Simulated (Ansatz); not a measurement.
B20 (FeSi-type) RuSi: PBE at its full settings (plane-wave cutoff 520 eV, 8×8×8 k mesh, Fermi–Dirac smearing 0.01 eV, no spin polarisation, scalar-relativistic PAW data made under PBE) and at cheaper ones, in a cell of 8 atoms with Γ-centred meshes.

```tsv
level and setting	equilibrium lattice constant a (Å)	bulk modulus B0 (GPa)
PBE (Ansatz)	4.736	207
PBE (300 eV cutoff) (Ansatz)	4.734	209
PBE (Γ point alone) (Ansatz)	4.823	164
PBE (2×2×2 k mesh) (Ansatz)	4.742	203
PBE (4×4×4 k mesh) (Ansatz)	4.735	207
PBE (6×6×6 k mesh) (Ansatz)	4.736	207
PBE (Fermi-Dirac smearing of 0.3 eV) (Ansatz)	4.739	200
```

Largest shifts from the full settings: lattice constant a +1.84 % (PBE (Γ point alone)), against a difference of +0.64 % of the full result from the reference 4.706 Å (measured, temperature not stated, no zero-point or thermal correction; as tabulated in Electronic Structure of B20 (FeSi-Type) Transition-Metal Monosilicides …); bulk modulus -21 % (PBE (Γ point alone)).

The full settings aren't shown to be converged themselves.

Ansatz's density-functional and Hartree–Fock values are scalar-relativistic unless marked +SOC, with PAW data made under PBE.

Run with cheap settings on purpose, which may leave them unconverged: PBE (2×2×2 k mesh), PBE (300 eV cutoff), PBE (4×4×4 k mesh), PBE (6×6×6 k mesh), PBE (Fermi-Dirac smearing of 0.3 eV), PBE (Γ point alone).

Ansatz is an electronic-structure program.
